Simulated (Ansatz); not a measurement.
**Worked example: correlation energy of AsH3⁺, doublet**

Geometry: that of the AsH3, singlet, kept fixed.

```yaml
atoms:
  - { symbol: As, position_ang: [0.0002, 0.0000, -0.0329] }
  - { symbol: H, position_ang: [1.2593, 0.0140, 0.8215] }
  - { symbol: H, position_ang: [-0.6489, 1.0868, 0.8116] }
  - { symbol: H, position_ang: [-0.6239, -1.1021, 0.8106] }
```

Basis 6-31G (Cartesian d functions); Ansatz 0.2.0. Correlated methods freeze the noble-gas cores and the filled d shells of p-block atoms, which leaves 7 electrons in 21 orbitals. Prefix R: restricted or restricted open-shell reference. No spin–orbit coupling is included, and no scalar relativity.

Full CI is exact within this basis and frozen core; it isn't the basis-set limit.

Runs differ by some tens of microhartree through their thresholds and, for an open shell, their frozen cores, so steps under 0.03 kcal/mol mean nothing.

```json
{"level": "RHF", "total energy (hartree)": "-2235.207755"}
{"level": "RMP2", "total energy (hartree)": "-2235.263715"}
{"level": "RCCSD", "total energy (hartree)": "-2235.286193"}
{"level": "RCCSD(T)", "total energy (hartree)": "-2235.287106"}
{"level": "RCCSDT", "total energy (hartree)": "-2235.287440"}
{"level": "RCCSDT(Q)", "total energy (hartree)": "-2235.287469"}
{"level": "RCCSDTQ", "total energy (hartree)": "-2235.287474"}
{"level": "full CI", "total energy (hartree)": "-2235.287471"}
```

Problem. What is the correlation energy at full CI, and what share of it do RMP2 and RCCSD recover?

Solution. E(corr) = -2235.287471 − (-2235.207755) = -0.079716 hartree = -2.169 eV. RMP2: -0.055960 / -0.079716 = 70.20 %. RCCSD: -0.078438 / -0.079716 = 98.40 %.

Problem. By how many kcal/mol does RCCSD(T) miss full CI (1 hartree = 627.509 kcal/mol), and which steps make up the rest?

Solution. -2235.287106 − (-2235.287471) = 0.000365 hartree = 0.23 kcal/mol. Steps: RCCSDT − RCCSD(T) = -0.21, RCCSDT(Q) − RCCSDT = -0.02, RCCSDTQ − RCCSDT(Q) = 0.00, full CI − RCCSDTQ = 0.00 kcal/mol. That is within 1 kcal/mol of the reference in this basis, which itself misses far more of the correlation at the basis-set limit.
